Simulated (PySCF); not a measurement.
# How the method moves the HOMO and LUMO of ethyl propyl ether

Compound: ethyl propyl ether, C5H12O.
SMILES with atom numbers: `[CH3:1][CH2:2][CH2:3][O:4][CH2:5][CH3:6]` (hydrogens: H7, H8, H9 on C1; H10, H11 on C2; H12, H13 on C3; H14, H15 on C5; H16, H17, H18 on C6)

Cartesian coordinates in Å at the PBE0-D3(BJ)/def2-SVP level; atoms count from 1:
```xyz
18
C5H12O angstrom
C     -2.9455   -0.4467   -0.4294
C     -1.7332    0.3554    0.0114
C     -0.4292   -0.3824   -0.2013
O      0.6299    0.4196    0.2277
C      1.8862   -0.1738    0.0811
C      2.9430    0.7768    0.5897
H     -2.8936   -0.7017   -1.5003
H     -3.8772    0.1156   -0.2699
H     -3.0307   -1.3922    0.1306
H     -1.8090    0.6185    1.0795
H     -1.6805    1.3111   -0.5360
H     -0.3102   -0.6450   -1.2754
H     -0.4399   -1.3457    0.3540
H      1.9283   -1.1339    0.6386
H      2.0732   -0.4259   -0.9849
H      2.9173    1.7194    0.0232
H      3.9456    0.3356    0.4891
H      2.7692    1.0124    1.6501
```

Basis pcSseg-1 throughout (PySCF), one geometry. One conformer (not necessarily the lowest) at the PBE0-D3(BJ)/def2-SVP geometry, without solvent, vibrations or thermal averaging.

Task: How do the orbital energies, the gap and the dipole change with the method?

Result: 
| method | kind | HOMO (eV) | LUMO (eV) | gap (eV) | μ (D) | SCF cycles |
| --- | --- | --- | --- | --- | --- | --- |
| BLYP | GGA | -5.60 | 0.71 | 6.32 | 0.92 | 13 |
| OPBE | GGA | -5.63 | 1.02 | 6.65 | 0.94 | 14 |
| PBE | GGA | -5.68 | 0.71 | 6.39 | 0.92 | 13 |
| B97-D | GGA | -5.73 | 0.88 | 6.61 | 0.95 | 13 |
| LDA | LDA | -5.77 | 0.52 | 6.29 | 0.97 | 13 |
| BP86 | GGA | -5.79 | 0.80 | 6.59 | 0.94 | 13 |
| KT2 | GGA | -5.86 | 0.66 | 6.52 | 0.90 | 14 |
| KT3 | GGA | -5.88 | 0.61 | 6.50 | 0.91 | 14 |
| B3LYP | global hybrid | -7.04 | 1.21 | 8.25 | 1.02 | 12 |
| PBE0 | global hybrid | -7.27 | 1.55 | 8.82 | 1.04 | 12 |
| mPW1PW91 | global hybrid | -7.31 | 1.59 | 8.91 | 1.06 | 12 |
| HF | Hartree–Fock | -11.29 | 4.37 | 15.65 | 1.24 | 9 |

The HOMO spans 5.68 eV, from BLYP down to HF, and the gap runs from 6.29 eV (LDA) to 15.65 eV (HF). Over the methods BLYP (0 %), OPBE (0 %), PBE (0 %), B97-D (0 %), LDA (0 %), BP86 (0 %), KT2 (0 %), KT3 (0 %), B3LYP (20 %), PBE0 (25 %), mPW1PW91 (25 %), HF (100 %), a straight line through the gap against the share of exact exchange rises by 0.92 eV for each 10 % (correlation coefficient 0.999). The dipole ranges from 0.90 D (KT2) to 1.24 D (HF). This basis has no diffuse functions.

The vertical ΔSCF ionisation energy at CAM-B3LYP/def2-SVPD is 9.67 eV; −ε(HOMO) comes closest to it with HF (11.29 eV).
